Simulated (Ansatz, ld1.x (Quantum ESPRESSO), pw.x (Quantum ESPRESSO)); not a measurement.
**W (Z = 74): one change to the TM potential, in the atom and in the sc crystal**

```json
{
  "Element": "W (Z = 74)",
  "Generator": "ld1.x (Quantum ESPRESSO) 7.5",
  "Type": "norm-conserving Troullier–Martins (Kleinman–Bylander form)",
  "Functional": "LDA (PW92)",
  "Relativity": "scalar-relativistic",
  "Frozen core": "[Xe] 4f14",
  "Valence charge": "6",
  "Reference configuration": "5d4 6s1.5 6p0.5",
  "Partial waves": "6p (bound): rc 2.65 bohr; 5d (bound): rc 1.70 bohr; 6s (bound): rc 1.95 bohr",
  "Local potential": "the s channel",
  "Core correction": "a·sin(br)/r model core inside 1.00 bohr"
}
```

Change: wave 6p (bound): rc 2.65 bohr becomes 6p (bound): rc 3.76 bohr.

Cutoffs, loose and tight: the cutoffs (Ry, on a coarse ladder) from which the occupation-weighted sum of valence levels, in a spherical-Bessel basis at the reference potential, stays within 10 and 1 mRy of its value at 400 Ry. They do not see the model core or the augmentation charge, which bear on the density cutoff. Test errors are all-electron minus pseudo excitation energies from the reference, over the configurations 5d4 6s2 6p0; 5d4 6s1 6p0; 5d4 6s0 6p0; 5d5 6s0 6p0; 5d4 6s1.5 6p0; 5d4 6s0 6p2; 5d2 6s0 6p0 (two spin-polarised tests are not counted in the largest error); variants that change the core or the reference have their own tests.

Crystal test: sc W in pw.x 7.5, no spin, 13³ k-points, Fermi–Dirac smearing 0.01 Ry, cutoffs set for each file from its atomic test. The reference is all-electron LAPW (Ansatz 0.2.0) with the same functional, mesh and smearing; V0 and B0 come from Birch–Murnaghan fits to the pressures at five volumes. Errors are pseudo minus all-electron; Δ is the rms difference of the E(V) curves that follow from these fits, minima aligned, over ±6 % about the mean V0. Mesh and smearing are coarse, so the numbers serve the comparison and aren't converged zero-temperature values; the lattice is a test structure that the element need not adopt.

All-electron: a0 = 2.590 Å (V0 = 17.36 Å³/atom), B0 = 240.5 GPa.

Does the change bring the crystal closer to the all-electron result?

The mean pressure error goes from +3.55 to +3.03 GPa, so the change moves the solid closer to the all-electron pressures.

```json
{"quantity": "outcome (atom)", "base": "generated", "changed": "generated"}
{"quantity": "cutoff, loose (atom)", "base": "30 Ry", "changed": "30 Ry"}
{"quantity": "cutoff, tight (atom)", "base": "55 Ry", "changed": "55 Ry"}
{"quantity": "bound ghosts (atom)", "base": "none", "changed": "none"}
{"quantity": "largest test error (meV) (atom)", "base": "-750", "changed": "-739"}
{"quantity": "cutoffs in pw.x (Ry)", "base": "70/280", "changed": "70/280"}
{"quantity": "a0 (Å)", "base": "2.602", "changed": "2.601"}
{"quantity": "a0 error (%)", "base": "+0.50", "changed": "+0.43"}
{"quantity": "B0 error (%)", "base": "-1.1", "changed": "-1.5"}
{"quantity": "Δ (meV/atom)", "base": "13.6", "changed": "11.7"}
{"quantity": "mean pressure error (GPa)", "base": "+3.55", "changed": "+3.03"}
```

Base: The largest radius (2.65 bohr) exceeds half the bond length (2.45 bohr), so the spheres overlap, which is one possible source of error among others. Changed file: The largest radius (3.76 bohr) exceeds half the bond length (2.45 bohr), so the spheres overlap, which is one possible source of error among others. The logarithmic derivative shows an extra or strongly shifted pseudo pole above the reference energy (s near 1.17 Ry).
